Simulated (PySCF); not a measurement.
**Basis-set dependence of population analyses: `C#CC1(F)CC1`**

Compound: C₅H₅F.
Geometry (PBE0-D3(BJ)/def2-SVP, Å), atoms numbered from 1 in this order:
```
atom  x, y, z in Å
C1     2.1389   -0.0853    1.4993
C2     1.2116    0.1847    0.7690
C3     0.1003    0.4942   -0.0945
F4     0.2497    1.6670   -0.7714
C5    -0.6340   -0.5890   -0.8247
C6    -1.3023    0.1461    0.3021
H7     2.9631   -0.3170    2.1484
H8    -0.9347   -0.3338   -1.8438
H9    -0.3104   -1.6208   -0.6720
H10   -1.4549   -0.3636    1.2559
H11   -2.0544    0.8950    0.0421
```

PBE0 throughout (PySCF), one geometry, spherical d and f functions. Geometry: PBE0-D3(BJ)/def2-SVP; no solvent, vibrations or thermal averaging. Atoms taken as equivalent share a column and are averaged. The first 7 of 8 kinds of atom are listed.

Mulliken charges (e):

```csv
basis,functions,C1,C2,C3,F4,C5/C6,H7,H8/H11
STO-3G,35,-0.129,-0.047,+0.090,-0.089,-0.178,+0.123,+0.101
6-31G,64,-0.464,+0.141,+0.210,-0.310,-0.344,+0.289,+0.211
pcSseg-0,64,-0.295,-0.025,+0.126,-0.341,-0.420,+0.285,+0.277
6-31G*,94,-0.522,+0.284,+0.292,-0.325,-0.404,+0.245,+0.211
cc-pVDZ,109,-0.423,+0.482,-0.034,-0.193,-0.056,+0.014,+0.067
def2-SVP,109,-0.418,+0.355,+0.069,-0.231,-0.075,+0.053,+0.084
aug-cc-pVDZ,183,+1.044,-0.769,+1.143,-0.583,+0.709,-0.614,-0.358
"6-311+G(2d,p)",192,-1.513,+1.090,+0.770,-0.341,-0.353,+0.166,+0.137
def2-TZVP,216,-0.104,-0.079,+0.162,-0.201,-0.254,+0.183,+0.138
cc-pVTZ,250,-0.234,-0.021,+0.273,-0.190,-0.224,+0.152,+0.120
IGLO-III,260,-0.155,-0.116,+0.409,-0.282,-0.261,+0.154,+0.136
```

IAO charges (e):

| basis | functions | C1 | C2 | C3 | F4 | C5/C6 | H7 | H8/H11 |
| --- | --- | --- | --- | --- | --- | --- | --- | --- |
| STO-3G | 35 | -0.152 | -0.061 | +0.122 | -0.111 | -0.280 | +0.163 | +0.149 |
| 6-31G | 64 | -0.213 | -0.045 | +0.260 | -0.282 | -0.303 | +0.205 | +0.172 |
| pcSseg-0 | 64 | -0.199 | -0.044 | +0.245 | -0.268 | -0.305 | +0.197 | +0.172 |
| 6-31G* | 94 | -0.212 | -0.049 | +0.288 | -0.290 | -0.294 | +0.200 | +0.165 |
| cc-pVDZ | 109 | -0.220 | -0.046 | +0.289 | -0.291 | -0.297 | +0.203 | +0.166 |
| def2-SVP | 109 | -0.211 | -0.045 | +0.286 | -0.293 | -0.288 | +0.197 | +0.162 |
| aug-cc-pVDZ | 183 | -0.228 | -0.042 | +0.292 | -0.305 | -0.302 | +0.209 | +0.171 |
| 6-311+G(2d,p) | 192 | -0.228 | -0.041 | +0.290 | -0.305 | -0.302 | +0.209 | +0.171 |
| def2-TZVP | 216 | -0.228 | -0.042 | +0.295 | -0.304 | -0.303 | +0.208 | +0.171 |
| cc-pVTZ | 250 | -0.228 | -0.043 | +0.295 | -0.302 | -0.304 | +0.208 | +0.171 |
| IGLO-III | 260 | -0.229 | -0.042 | +0.293 | -0.305 | -0.303 | +0.209 | +0.172 |

Hirshfeld charges (e):

| basis | functions | C1 | C2 | C3 | F4 | C5/C6 | H7 | H8/H11 |
| --- | --- | --- | --- | --- | --- | --- | --- | --- |
| STO-3G | 35 | -0.091 | -0.073 | +0.107 | -0.061 | -0.048 | +0.081 | +0.033 |
| 6-31G | 64 | -0.107 | -0.057 | +0.106 | -0.115 | -0.078 | +0.102 | +0.058 |
| pcSseg-0 | 64 | -0.099 | -0.059 | +0.109 | -0.107 | -0.078 | +0.099 | +0.054 |
| 6-31G* | 94 | -0.112 | -0.057 | +0.102 | -0.104 | -0.078 | +0.102 | +0.057 |
| cc-pVDZ | 109 | -0.108 | -0.055 | +0.096 | -0.089 | -0.084 | +0.099 | +0.056 |
| def2-SVP | 109 | -0.105 | -0.052 | +0.101 | -0.098 | -0.085 | +0.097 | +0.057 |
| aug-cc-pVDZ | 183 | -0.103 | -0.051 | +0.087 | -0.101 | -0.092 | +0.099 | +0.064 |
| 6-311+G(2d,p) | 192 | -0.102 | -0.055 | +0.085 | -0.104 | -0.086 | +0.099 | +0.062 |
| def2-TZVP | 216 | -0.105 | -0.052 | +0.089 | -0.101 | -0.088 | +0.098 | +0.062 |
| cc-pVTZ | 250 | -0.106 | -0.051 | +0.091 | -0.097 | -0.088 | +0.098 | +0.061 |
| IGLO-III | 260 | -0.103 | -0.052 | +0.088 | -0.101 | -0.091 | +0.099 | +0.063 |

ESP-fitted charges (e):

```json
{"basis": "STO-3G", "functions": "35", "C1": "-0.218", "C2": "-0.084", "C3": "+0.229", "F4": "-0.084", "C5/C6": "-0.294", "H7": "+0.190", "H8/H11": "+0.135"}
{"basis": "6-31G", "functions": "64", "C1": "-0.377", "C2": "-0.011", "C3": "+0.335", "F4": "-0.225", "C5/C6": "-0.352", "H7": "+0.287", "H8/H11": "+0.176"}
{"basis": "pcSseg-0", "functions": "64", "C1": "-0.335", "C2": "-0.077", "C3": "+0.381", "F4": "-0.224", "C5/C6": "-0.409", "H7": "+0.285", "H8/H11": "+0.196"}
{"basis": "6-31G*", "functions": "94", "C1": "-0.374", "C2": "-0.029", "C3": "+0.277", "F4": "-0.160", "C5/C6": "-0.355", "H7": "+0.290", "H8/H11": "+0.173"}
{"basis": "cc-pVDZ", "functions": "109", "C1": "-0.361", "C2": "-0.057", "C3": "+0.308", "F4": "-0.172", "C5/C6": "-0.325", "H7": "+0.286", "H8/H11": "+0.159"}
{"basis": "def2-SVP", "functions": "109", "C1": "-0.351", "C2": "-0.064", "C3": "+0.330", "F4": "-0.189", "C5/C6": "-0.326", "H7": "+0.281", "H8/H11": "+0.159"}
{"basis": "aug-cc-pVDZ", "functions": "183", "C1": "-0.420", "C2": "-0.007", "C3": "+0.319", "F4": "-0.202", "C5/C6": "-0.338", "H7": "+0.308", "H8/H11": "+0.171"}
{"basis": "6-311+G(2d,p)", "functions": "192", "C1": "-0.421", "C2": "-0.015", "C3": "+0.325", "F4": "-0.205", "C5/C6": "-0.345", "H7": "+0.312", "H8/H11": "+0.174"}
{"basis": "def2-TZVP", "functions": "216", "C1": "-0.424", "C2": "-0.002", "C3": "+0.304", "F4": "-0.191", "C5/C6": "-0.340", "H7": "+0.310", "H8/H11": "+0.171"}
{"basis": "cc-pVTZ", "functions": "250", "C1": "-0.418", "C2": "-0.004", "C3": "+0.290", "F4": "-0.180", "C5/C6": "-0.335", "H7": "+0.307", "H8/H11": "+0.168"}
{"basis": "IGLO-III", "functions": "260", "C1": "-0.421", "C2": "-0.004", "C3": "+0.307", "F4": "-0.198", "C5/C6": "-0.335", "H7": "+0.309", "H8/H11": "+0.170"}
```

Question: Which scheme is steadiest as the basis changes?

Answer: Largest range over the bases for any column: Hirshfeld 0.05 e, IAO 0.19 e, ESP-fitted 0.21 e, Mulliken 2.56 e. Hirshfeld charges move least and Mulliken charges most, counted in e. Without the minimal STO-3G basis the ranges are Hirshfeld 0.03, IAO 0.05, ESP-fitted 0.10, Mulliken 2.56 e.

Question: How much do the charges still move between the two largest bases, cc-pVTZ and IGLO-III?

Answer: At most, over all atoms: Mulliken 0.137 e, IAO 0.004 e, Hirshfeld 0.004 e, ESP-fitted 0.018 e.

Question: What do the same runs give for the total energy, the frontier levels and the dipole moment?

Answer: 
```json
{"basis": "STO-3G", "energy (Eh)": "-289.1525", "HOMO (eV)": "-4.96", "LUMO (eV)": "4.35", "μ (D)": "0.92"}
{"basis": "6-31G", "energy (Eh)": "-292.8631", "HOMO (eV)": "-7.30", "LUMO (eV)": "0.80", "μ (D)": "1.99"}
{"basis": "pcSseg-0", "energy (Eh)": "-292.2694", "HOMO (eV)": "-7.65", "LUMO (eV)": "0.50", "μ (D)": "2.03"}
{"basis": "6-31G*", "energy (Eh)": "-292.9297", "HOMO (eV)": "-7.13", "LUMO (eV)": "0.83", "μ (D)": "1.66"}
{"basis": "cc-pVDZ", "energy (Eh)": "-292.9542", "HOMO (eV)": "-7.30", "LUMO (eV)": "0.57", "μ (D)": "1.66"}
{"basis": "def2-SVP", "energy (Eh)": "-292.7229", "HOMO (eV)": "-7.41", "LUMO (eV)": "0.50", "μ (D)": "1.75"}
{"basis": "aug-cc-pVDZ", "energy (Eh)": "-292.9738", "HOMO (eV)": "-7.47", "LUMO (eV)": "-0.01", "μ (D)": "1.87"}
{"basis": "6-311+G(2d,p)", "energy (Eh)": "-293.0250", "HOMO (eV)": "-7.50", "LUMO (eV)": "0.05", "μ (D)": "1.91"}
{"basis": "def2-TZVP", "energy (Eh)": "-293.0521", "HOMO (eV)": "-7.46", "LUMO (eV)": "0.25", "μ (D)": "1.82"}
{"basis": "cc-pVTZ", "energy (Eh)": "-293.0417", "HOMO (eV)": "-7.43", "LUMO (eV)": "0.34", "μ (D)": "1.76"}
{"basis": "IGLO-III", "energy (Eh)": "-293.0568", "HOMO (eV)": "-7.49", "LUMO (eV)": "0.13", "μ (D)": "1.87"}
```

The dipole is fixed by the density alone, so its range of 1.11 D shows that the density itself changes with the basis, not only its division among atoms.
